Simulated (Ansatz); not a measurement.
## Ansatz (development build ahead of 0.2.0) run

```yaml
crystal:
  periodic: [false, false, false]
  atoms:
    - { symbol: C, position_ang: [-0.60992, -0.16334, -0.17764] }
    - { symbol: C, position_ang: [0.61816, 0.15143, 0.19009] }
    - { symbol: H, position_ang: [-0.82838, -0.54655, -1.16753] }
    - { symbol: H, position_ang: [-1.45153, -0.0495, 0.4954] }
    - { symbol: H, position_ang: [1.46052, 0.04109, -0.48265] }
    - { symbol: H, position_ang: [0.83506, 0.53278, 1.181] }
basis:
  gaussian: { orbitals: def2-SVP }
magnetization:
  spin_polarized: true
  initial_magnetization: 2
hamiltonian:
  xc: hf
correlation:
  method: mp2
  frozen_orbitals: { C: 1, H: 0 }
output:
  forces: true
```

The input is written out in the form of the current development build from the run's settings.

The run gave:

| Item | Value |
| --- | --- |
| Converged | yes |
| Reference energy | -77.84829 hartree |
| Correlation energy | -0.22957 hartree |
| Total energy | -78.07786 hartree |
| Spin squared of the determinant | 2.019 |
| Stability test | minimum |

Forces (eV/Å):
```json
{"atom": "C1", "Fx": "-10.633", "Fy": "-2.727", "Fz": "-3.182"}
{"atom": "C2", "Fx": "10.633", "Fy": "2.726", "Fz": "3.183"}
{"atom": "H3", "Fx": "-0.149", "Fy": "-0.062", "Fz": "-0.099"}
{"atom": "H4", "Fx": "-0.197", "Fy": "-0.025", "Fz": "-0.004"}
{"atom": "H5", "Fx": "0.190", "Fy": "0.033", "Fz": "-0.002"}
{"atom": "H6", "Fx": "0.156", "Fy": "0.054", "Fz": "0.103"}
```

Caution: another spin multiplicity may lie lower.
